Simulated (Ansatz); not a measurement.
Predict the output of the script below (the Ansatz DFT code, driven from Python).

`c2h5n3.py`
```python
import warnings

import ansatz as az
from ase import Atoms

BASIS_SET = "cc-pVDZ"
XC = "r2scan"
FMAX = 0.02

warnings.simplefilter("ignore", az.DeckWarning)

atoms = Atoms(["N", "C", "C", "N", "N", "H", "H", "H", "H", "H"], positions=[
    (-0.6062, 1.2725, -1.1774),
    (0.0306, 0.4165, -0.513),
    (0.2168, -0.3946, 0.4554),
    (0.032, -0.9924, 1.5997),
    (1.1834, -0.3164, -0.5338),
    (-1.6414, 1.3409, -0.9521),
    (-0.4671, 1.2529, -2.1859),
    (0.3868, -1.9225, 1.6426),
    (-1.0286, -0.9635, 1.8658),
    (1.9769, 0.2555, -0.1984),
])

first = az.Crystal.molecule_from_ase(atoms).calculation()
first = first.basis(gaussian=BASIS_SET)
first = first.functional(XC).scf(lower_state_search="standard")
first = first.relax(force_tolerance=FMAX, max_steps=80)
atoms.positions = first.run().report["positions_ang"]

start = atoms.get_dihedral(1, 2, 3, 7)
energies = {}
for turn in range(0, 360, 40):
    turned = atoms.copy()
    turned.set_dihedral(1, 2, 3, 7, start + turn, indices=[3, 7, 8])
    model = (
        az.Crystal.molecule_from_ase(turned).calculation()
        .basis(gaussian=BASIS_SET)
        .functional(XC)
        .scf(lower_state_search="standard")
    )
    energies[round((start + turn) % 360)] = model.run().report["free_energy_ev"]
floor = min(energies.values())
print("dihedral C1-C2-N3-H7 (deg)   E - E(min) (kcal/mol)")
for angle, e in sorted(energies.items()):
    print(f"{angle:8d} {23.060548 * (e - floor):14.3f}  " + "#" * int(30 * (e - floor) / max(max(energies.values()) - floor, 1e-9)))
```

`python c2h5n3.py` gives:
```text
dihedral C1-C2-N3-H7 (deg)   E - E(min) (kcal/mol)
       3          3.955  ################
      43          6.310  ##########################
      83          7.057  ##############################
     123          2.949  ############
     163          0.000
     203          2.773  ###########
     243          5.565  #######################
     283          3.328  ##############
     323          1.961  ########
```

These settings explore the input space; basis and method may be short of convergence. The scan is rigid and the energies are electronic, in a modest basis. With rigid groups the curve can differ much from the relaxed path, the start wasn't checked as a minimum of this torsion, and equivalent turns needn't return to the same energy. Wall time of the script: 54 s on 1 thread of Intel(R) Xeon(R) Processor @ 2.30GHz, on a shared host, peak memory 0.27 GiB.
